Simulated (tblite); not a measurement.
Record of a relaxation.

Species: BH5NP.
SMILES with atom numbers: `[NH2:1][BH:2][PH2:3]` (hydrogens: H4, H5 on N1; H6 on B2; H7, H8 on P3)

Computed with GFN2-xTB (tblite), gas phase: L-BFGS steps from a force-field or distance-geometry start until the largest atomic force falls under 0.01 eV/Å. 14 of its 44 geometries are shown.

Step 0: E = -249.0681 eV, largest atomic force 2.026 eV/Å
```
atom  x, y, z in Å  |  force x, y, z in eV/Å
N1     -1.569   -0.148   -0.150    1.067   0.979   0.814
B2     -0.283   -0.012    0.619   -0.655  -1.783  -0.585
P3      1.332    0.314   -0.408   -0.201   1.239  -1.590
H4     -1.532   -0.945   -0.798   -0.231   0.845   0.410
H5     -1.869    0.743   -0.587    0.382  -1.096  -0.188
H6     -0.201   -0.686    1.600   -0.118   0.307  -0.168
H7      2.228   -0.807   -0.378   -0.303   1.020   1.190
H8      1.903    1.550    0.078    0.060  -1.511   0.119
```

Step 3: E = -249.8280 eV, largest atomic force 1.317 eV/Å
```
atom  x, y, z in Å  |  force x, y, z in eV/Å
N1     -1.518   -0.105   -0.100   -0.649  -0.586   0.344
B2     -0.279   -0.148    0.567    1.132   0.460  -0.491
P3      1.300    0.395   -0.566   -0.219  -0.619  -0.429
H4     -1.560   -0.870   -0.748   -0.354  -0.549   0.020
H5     -1.834    0.680   -0.617    0.120   0.927  -0.504
H6     -0.208   -0.670    1.595    0.210  -0.289   0.270
H7      2.189   -0.690   -0.263   -0.450   0.883   0.312
H8      1.920    1.419    0.106    0.211  -0.226   0.479
```

Step 7: E = -250.0817 eV, largest atomic force 0.655 eV/Å
```
atom  x, y, z in Å  |  force x, y, z in eV/Å
N1     -1.546   -0.113   -0.088    0.441   0.168  -0.067
B2     -0.224   -0.135    0.498   -0.339  -0.299   0.267
P3      1.281    0.393   -0.624   -0.331   0.448  -0.344
H4     -1.643   -0.920   -0.695   -0.446   0.018   0.308
H5     -1.756    0.713   -0.645    0.150  -0.182  -0.186
H6     -0.150   -0.680    1.559    0.261   0.112  -0.505
H7      2.133   -0.570   -0.186    0.274  -0.496   0.262
H8      1.914    1.321    0.156   -0.010   0.230   0.265
```

Step 10: E = -250.2390 eV, largest atomic force 0.839 eV/Å
```
atom  x, y, z in Å  |  force x, y, z in eV/Å
N1     -1.513   -0.110   -0.125   -0.129  -0.083  -0.203
B2     -0.238   -0.123    0.455    0.636  -0.106  -0.225
P3      1.259    0.443   -0.653    0.531  -0.021   0.363
H4     -1.815   -0.970   -0.569   -0.492   0.491   0.470
H5     -1.639    0.714   -0.692   -0.288  -0.269  -0.656
H6     -0.029   -0.683    1.435    0.054  -0.483   0.466
H7      2.104   -0.536   -0.109   -0.299  -0.101  -0.352
H8      1.880    1.275    0.234   -0.013   0.571   0.138
```

Step 13: E = -250.6253 eV, largest atomic force 1.381 eV/Å
```
atom  x, y, z in Å  |  force x, y, z in eV/Å
N1     -1.440   -0.127   -0.217    0.667   0.455   0.012
B2     -0.207   -0.173    0.425    0.237   0.590  -1.216
P3      1.311    0.539   -0.621    0.532  -0.626   1.072
H4     -2.089   -0.870   -0.323   -0.663  -0.253   0.482
H5     -1.595    0.620   -0.882    0.026  -0.335  -0.192
H6      0.110   -0.763    1.346   -0.315  -0.647   0.636
H7      2.075   -0.629   -0.107   -0.422   1.190  -0.560
H8      1.844    1.413    0.354   -0.062  -0.375  -0.233
```

Step 17: E = -250.9287 eV, largest atomic force 0.813 eV/Å
```
atom  x, y, z in Å  |  force x, y, z in eV/Å
N1     -1.397   -0.139   -0.253   -0.243  -0.269  -0.108
B2     -0.152   -0.223    0.339   -0.112   0.054   0.328
P3      1.364    0.561   -0.580   -0.524   0.323  -0.352
H4     -2.210   -0.740   -0.137    0.394   0.278   0.427
H5     -1.573    0.512   -1.005    0.170  -0.092  -0.118
H6      0.109   -0.837    1.330   -0.500   0.076  -0.469
H7      2.034   -0.530   -0.122    0.776  -0.230   0.074
H8      1.834    1.406    0.404    0.039  -0.139   0.217
```

Step 20: E = -251.0890 eV, largest atomic force 0.484 eV/Å
```
atom  x, y, z in Å  |  force x, y, z in eV/Å
N1     -1.377   -0.160   -0.283   -0.480  -0.052   0.040
B2     -0.147   -0.246    0.312    0.008   0.350  -0.149
P3      1.347    0.597   -0.574    0.020  -0.274  -0.169
H4     -2.220   -0.610    0.052    0.212   0.094  -0.052
H5     -1.544    0.404   -1.100   -0.037  -0.004  -0.111
H6     -0.005   -0.880    1.267    0.022  -0.222   0.361
H7      2.125   -0.463   -0.154    0.344  -0.014  -0.195
H8      1.830    1.368    0.455   -0.090   0.121   0.276
```

Step 23: E = -251.1177 eV, largest atomic force 0.219 eV/Å
```
atom  x, y, z in Å  |  force x, y, z in eV/Å
N1     -1.383   -0.160   -0.292    0.087   0.188   0.017
B2     -0.151   -0.235    0.314   -0.111  -0.095   0.058
P3      1.352    0.587   -0.569    0.180  -0.026   0.003
H4     -2.211   -0.573    0.094   -0.164  -0.074  -0.039
H5     -1.554    0.373   -1.131   -0.043  -0.037   0.017
H6     -0.047   -0.902    1.274    0.060   0.113   0.033
H7      2.179   -0.460   -0.191    0.160   0.071  -0.091
H8      1.824    1.379    0.475   -0.169  -0.140   0.002
```

Step 26: E = -251.1356 eV, largest atomic force 0.268 eV/Å
```
atom  x, y, z in Å  |  force x, y, z in eV/Å
N1     -1.393   -0.139   -0.282    0.110   0.023   0.073
B2     -0.162   -0.237    0.321    0.190  -0.012  -0.189
P3      1.372    0.570   -0.579   -0.243   0.018   0.065
H4     -2.218   -0.579    0.083   -0.158  -0.011   0.016
H5     -1.564    0.373   -1.132    0.005   0.012  -0.023
H6     -0.049   -0.885    1.293    0.012   0.089   0.011
H7      2.231   -0.445   -0.214    0.141  -0.087   0.014
H8      1.793    1.352    0.486   -0.057  -0.032   0.033
```

Step 30: E = -251.1445 eV, largest atomic force 0.142 eV/Å
```
atom  x, y, z in Å  |  force x, y, z in eV/Å
N1     -1.394   -0.131   -0.274   -0.089  -0.083  -0.022
B2     -0.152   -0.252    0.303   -0.053  -0.046   0.033
P3      1.367    0.562   -0.579    0.071  -0.017  -0.027
H4     -2.232   -0.560    0.093    0.106   0.093  -0.018
H5     -1.565    0.360   -1.139    0.027   0.010   0.025
H6     -0.051   -0.868    1.296    0.045   0.024   0.003
H7      2.270   -0.433   -0.228   -0.047   0.013  -0.025
H8      1.766    1.331    0.503   -0.061   0.006   0.030
```

Step 33: E = -251.1468 eV, largest atomic force 0.078 eV/Å
```
atom  x, y, z in Å  |  force x, y, z in eV/Å
N1     -1.395   -0.137   -0.277    0.038  -0.027  -0.031
B2     -0.151   -0.266    0.295    0.013   0.051   0.023
P3      1.370    0.560   -0.580   -0.019   0.050  -0.022
H4     -2.236   -0.540    0.102   -0.010   0.010   0.020
H5     -1.559    0.353   -1.142    0.000   0.026  -0.023
H6     -0.042   -0.860    1.296    0.020  -0.037   0.038
H7      2.275   -0.430   -0.235    0.010  -0.022   0.019
H8      1.746    1.328    0.516   -0.053  -0.052  -0.024
```

Step 36: E = -251.1479 eV, largest atomic force 0.043 eV/Å
```
atom  x, y, z in Å  |  force x, y, z in eV/Å
N1     -1.393   -0.142   -0.281    0.037   0.010   0.001
B2     -0.150   -0.266    0.293    0.027   0.012   0.016
P3      1.370    0.563   -0.584   -0.027  -0.034   0.001
H4     -2.238   -0.530    0.108    0.007   0.007  -0.012
H5     -1.554    0.353   -1.144   -0.015  -0.003   0.001
H6     -0.033   -0.860    1.297   -0.003  -0.004  -0.009
H7      2.276   -0.428   -0.236   -0.012   0.008  -0.004
H8      1.731    1.319    0.522   -0.014   0.004   0.007
```

Step 40: E = -251.1481 eV, largest atomic force 0.012 eV/Å
```
atom  x, y, z in Å  |  force x, y, z in eV/Å
N1     -1.390   -0.142   -0.281   -0.002   0.010   0.004
B2     -0.148   -0.266    0.295   -0.002  -0.003  -0.003
P3      1.368    0.561   -0.584   -0.001   0.005   0.000
H4     -2.235   -0.528    0.107    0.001  -0.005   0.005
H5     -1.554    0.353   -1.144    0.011   0.002  -0.004
H6     -0.033   -0.860    1.298   -0.001  -0.007   0.003
H7      2.275   -0.428   -0.236    0.001  -0.004   0.002
H8      1.727    1.318    0.522   -0.008   0.002  -0.007
```

Step 43: E = -251.1481 eV, largest atomic force 0.008 eV/Å
```
atom  x, y, z in Å  |  force x, y, z in eV/Å
N1     -1.389   -0.140   -0.281    0.000  -0.004   0.004
B2     -0.148   -0.267    0.295    0.004   0.004  -0.003
P3      1.367    0.560   -0.585   -0.002   0.003  -0.002
H4     -2.234   -0.528    0.107   -0.007   0.003  -0.003
H5     -1.552    0.353   -1.145    0.003   0.002   0.003
H6     -0.033   -0.861    1.298   -0.001  -0.006   0.001
H7      2.274   -0.428   -0.236    0.006  -0.003   0.004
H8      1.724    1.319    0.521   -0.002   0.002  -0.005
```

Problem. Summarise the path.

Solution. The energy falls by 47.97 kcal/mol from step 0 to step 43; nine tenths of that is first reached at step 18. It falls at every step. The largest force goes from 2.026 to 0.008 eV/Å. Among the bonds N1–B2 changes most, from 1.505 to 1.375 Å; the atoms move by 0.608 Å rms after alignment.

Problem. Follow the three bonds and two angles with the largest change from start to end.

Solution. 
```json
{"step": "0", "E above end (kcal/mol)": "47.97", "largest force (eV/Å)": "2.026", "N1–B2 (Å)": "1.505", "P3–H8 (Å)": "1.447", "P3–H7 (Å)": "1.435", "H7–P3–H8 (°)": "114.4", "B2–P3–H7 (°)": "112.2"}
{"step": "2", "E above end (kcal/mol)": "33.47", "largest force (eV/Å)": "2.122", "N1–B2 (Å)": "1.381", "P3–H8 (Å)": "1.366", "P3–H7 (Å)": "1.445", "H7–P3–H8 (°)": "104.2", "B2–P3–H7 (°)": "101.8"}
{"step": "4", "E above end (kcal/mol)": "27.20", "largest force (eV/Å)": "0.677", "N1–B2 (Å)": "1.442", "P3–H8 (Å)": "1.399", "P3–H7 (Å)": "1.407", "H7–P3–H8 (°)": "92.2", "B2–P3–H7 (°)": "94.7"}
{"step": "6", "E above end (kcal/mol)": "25.53", "largest force (eV/Å)": "0.632", "N1–B2 (Å)": "1.453", "P3–H8 (Å)": "1.382", "P3–H7 (Å)": "1.367", "H7–P3–H8 (°)": "92.0", "B2–P3–H7 (°)": "96.1"}
{"step": "7", "E above end (kcal/mol)": "24.59", "largest force (eV/Å)": "0.655", "N1–B2 (Å)": "1.446", "P3–H8 (Å)": "1.368", "P3–H7 (Å)": "1.358", "H7–P3–H8 (°)": "90.4", "B2–P3–H7 (°)": "96.1"}
{"step": "9", "E above end (kcal/mol)": "22.39", "largest force (eV/Å)": "0.757", "N1–B2 (Å)": "1.414", "P3–H8 (Å)": "1.358", "P3–H7 (Å)": "1.379", "H7–P3–H8 (°)": "85.3", "B2–P3–H7 (°)": "94.0"}
{"step": "11", "E above end (kcal/mol)": "18.57", "largest force (eV/Å)": "1.352", "N1–B2 (Å)": "1.383", "P3–H8 (Å)": "1.383", "P3–H7 (Å)": "1.440", "H7–P3–H8 (°)": "84.4", "B2–P3–H7 (°)": "89.5"}
{"step": "13", "E above end (kcal/mol)": "12.06", "largest force (eV/Å)": "1.381", "N1–B2 (Å)": "1.390", "P3–H8 (Å)": "1.413", "P3–H7 (Å)": "1.487", "H7–P3–H8 (°)": "93.1", "B2–P3–H7 (°)": "85.9"}
{"step": "15", "E above end (kcal/mol)": "7.54", "largest force (eV/Å)": "0.811", "N1–B2 (Å)": "1.391", "P3–H8 (Å)": "1.411", "P3–H7 (Å)": "1.429", "H7–P3–H8 (°)": "94.2", "B2–P3–H7 (°)": "84.6"}
{"step": "17", "E above end (kcal/mol)": "5.06", "largest force (eV/Å)": "0.813", "N1–B2 (Å)": "1.381", "P3–H8 (Å)": "1.379", "P3–H7 (Å)": "1.360", "H7–P3–H8 (°)": "94.8", "B2–P3–H7 (°)": "84.4"}
{"step": "19", "E above end (kcal/mol)": "2.49", "largest force (eV/Å)": "0.762", "N1–B2 (Å)": "1.369", "P3–H8 (Å)": "1.362", "P3–H7 (Å)": "1.364", "H7–P3–H8 (°)": "91.7", "B2–P3–H7 (°)": "85.6"}
{"step": "21", "E above end (kcal/mol)": "0.94", "largest force (eV/Å)": "0.362", "N1–B2 (Å)": "1.370", "P3–H8 (Å)": "1.382", "P3–H7 (Å)": "1.391", "H7–P3–H8 (°)": "90.6", "B2–P3–H7 (°)": "90.0"}
{"step": "22", "E above end (kcal/mol)": "0.89", "largest force (eV/Å)": "0.373", "N1–B2 (Å)": "1.374", "P3–H8 (Å)": "1.393", "P3–H7 (Å)": "1.392", "H7–P3–H8 (°)": "91.1", "B2–P3–H7 (°)": "91.0"}
{"step": "24", "E above end (kcal/mol)": "0.59", "largest force (eV/Å)": "0.275", "N1–B2 (Å)": "1.374", "P3–H8 (Å)": "1.391", "P3–H7 (Å)": "1.383", "H7–P3–H8 (°)": "91.6", "B2–P3–H7 (°)": "91.5"}
{"step": "26", "E above end (kcal/mol)": "0.29", "largest force (eV/Å)": "0.268", "N1–B2 (Å)": "1.374", "P3–H8 (Å)": "1.387", "P3–H7 (Å)": "1.379", "H7–P3–H8 (°)": "91.3", "B2–P3–H7 (°)": "93.6"}
{"step": "28", "E above end (kcal/mol)": "0.14", "largest force (eV/Å)": "0.156", "N1–B2 (Å)": "1.376", "P3–H8 (Å)": "1.384", "P3–H7 (Å)": "1.388", "H7–P3–H8 (°)": "90.6", "B2–P3–H7 (°)": "95.2"}
{"step": "30", "E above end (kcal/mol)": "0.09", "largest force (eV/Å)": "0.142", "N1–B2 (Å)": "1.376", "P3–H8 (Å)": "1.386", "P3–H7 (Å)": "1.389", "H7–P3–H8 (°)": "90.7", "B2–P3–H7 (°)": "95.4"}
{"step": "32", "E above end (kcal/mol)": "0.05", "largest force (eV/Å)": "0.081", "N1–B2 (Å)": "1.375", "P3–H8 (Å)": "1.389", "P3–H7 (Å)": "1.386", "H7–P3–H8 (°)": "91.2", "B2–P3–H7 (°)": "95.5"}
{"step": "34", "E above end (kcal/mol)": "0.02", "largest force (eV/Å)": "0.068", "N1–B2 (Å)": "1.375", "P3–H8 (Å)": "1.389", "P3–H7 (Å)": "1.385", "H7–P3–H8 (°)": "91.3", "B2–P3–H7 (°)": "95.4"}
{"step": "36", "E above end (kcal/mol)": "0.01", "largest force (eV/Å)": "0.043", "N1–B2 (Å)": "1.375", "P3–H8 (Å)": "1.387", "P3–H7 (Å)": "1.387", "H7–P3–H8 (°)": "91.1", "B2–P3–H7 (°)": "95.3"}
{"step": "37", "E above end (kcal/mol)": "0.00", "largest force (eV/Å)": "0.032", "N1–B2 (Å)": "1.375", "P3–H8 (Å)": "1.387", "P3–H7 (Å)": "1.387", "H7–P3–H8 (°)": "91.1", "B2–P3–H7 (°)": "95.3"}
{"step": "39", "E above end (kcal/mol)": "0.00", "largest force (eV/Å)": "0.013", "N1–B2 (Å)": "1.375", "P3–H8 (Å)": "1.387", "P3–H7 (Å)": "1.387", "H7–P3–H8 (°)": "91.1", "B2–P3–H7 (°)": "95.4"}
{"step": "41", "E above end (kcal/mol)": "0.00", "largest force (eV/Å)": "0.011", "N1–B2 (Å)": "1.375", "P3–H8 (Å)": "1.388", "P3–H7 (Å)": "1.386", "H7–P3–H8 (°)": "91.2", "B2–P3–H7 (°)": "95.4"}
{"step": "43", "E above end (kcal/mol)": "0.00", "largest force (eV/Å)": "0.008", "N1–B2 (Å)": "1.375", "P3–H8 (Å)": "1.387", "P3–H7 (Å)": "1.386", "H7–P3–H8 (°)": "91.2", "B2–P3–H7 (°)": "95.4"}
```

The cost below is that of the whole relaxation. On one thread, Arm Neoverse V1 (aarch64), no GPU (shared host), this took 0.12 s of wall time.
